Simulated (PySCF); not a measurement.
Species: C3H3F3.
Bonds: C1–C2, C2–F3, C2–C4 (double), C4–F5, C4–F6. Hydrogens: H7, H8, H9 on C1.

Level of theory: PBE0-D3(BJ)/def2-SVP geometry optimisation, gas phase (PySCF).

(1) Give the optimised bond lengths and angles.

Results:

(1) 
```json
{"bond": "C1–C2", "length (Å)": "1.480", "order": "single"}
{"bond": "C2–F3", "length (Å)": "1.338", "order": "single"}
{"bond": "C2=C4", "length (Å)": "1.333", "order": "double"}
{"bond": "C4–F5", "length (Å)": "1.315", "order": "single"}
{"bond": "C4–F6", "length (Å)": "1.309", "order": "single"}
{"bond": "C1–H7, C1–H8, C1–H9", "length (Å)": "1.100", "order": "single"}
```

Bonds in one row agree within 0.01 Å and their mean is given. Orders are formal, as drawn. A selection of angles:
```json
{"angle": "C2–C1–H7", "degrees": "110.9"}
{"angle": "C2–C1–H8", "degrees": "110.4"}
{"angle": "H7–C1–H8", "degrees": "108.7"}
{"angle": "H8–C1–H9", "degrees": "107.6"}
{"angle": "C1–C2–F3", "degrees": "115.9"}
{"angle": "C1–C2–C4", "degrees": "126.1"}
{"angle": "F3–C2–C4", "degrees": "118.1"}
{"angle": "C2–C4–F5", "degrees": "123.2"}
{"angle": "C2–C4–F6", "degrees": "124.8"}
{"angle": "F5–C4–F6", "degrees": "112.0"}
```

Torsions: C1–C2–C4–F5 0° (synperiplanar).

Of the pairs four or more bonds apart, F5···H7 is among the closest relative to their van der Waals radii: 2.54 Å, 95 % of the sum of Bondi's values. The 6 heavy atoms lie in one plane (0.001 Å rms). The 3 C–F bonds span 1.309 Å (C4–F6, drawn single) to 1.338 Å (C2–F3, drawn single), a spread of 0.029 Å. The C–C distances run from 1.333 Å (C2=C4, drawn double) to 1.480 Å (C1–C2, drawn single), a spread of 0.147 Å.

Point group: Cs (tolerance 0.08 Å). PBE0-D3(BJ)/def2-SVP frequencies: not computed here.

Time: 22 s. Hardware: an x86-64 server with one thread, no GPU, on a shared host. This is the geometry optimisation.
